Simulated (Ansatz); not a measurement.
How basis sets differ on BH (SMILES [BH])

BH: 2 atoms, total charge 0, spin state singlet. SMILES: `[BH]`. The bond length is the measured one.

```jsonl
{"atom": "B", "x (Å)": "0.0000", "y (Å)": "0.0000", "z (Å)": "0.0000"}
{"atom": "H", "x (Å)": "0.0000", "y (Å)": "0.0000", "z (Å)": "1.2324"}
```

Quantity: the vertical energy of the triplet above the singlet, in eV. The values are calculated.

```json
{"level": "RPA@PBE/3-21G", "kind": "RPA", "program": "Ansatz", "value (eV)": "1.31"}
{"level": "RPA@PBE/cc-pV(D+d)Z", "kind": "RPA", "program": "Ansatz", "value (eV)": "1.44"}
{"level": "RPA@PBE/def2-TZVP", "kind": "RPA", "program": "Ansatz", "value (eV)": "1.38"}
{"level": "RPA@PBE/cc-pV(T+d)Z", "kind": "RPA", "program": "Ansatz", "value (eV)": "1.41"}
{"level": "RPA@PBE/def2-TZVPPD", "kind": "RPA", "program": "Ansatz", "value (eV)": "1.40"}
{"level": "RPA@PBE/cc-pV(Q+d)Z", "kind": "RPA", "program": "Ansatz", "value (eV)": "1.39"}
{"level": "RPA@PBE/cc-pV(5+d)Z", "kind": "RPA", "program": "Ansatz", "value (eV)": "1.39"}
```

The values span 1.31 to 1.44 eV. Without the sets that lack polarisation functions the rows with a basis span only 1.38 to 1.44 eV.
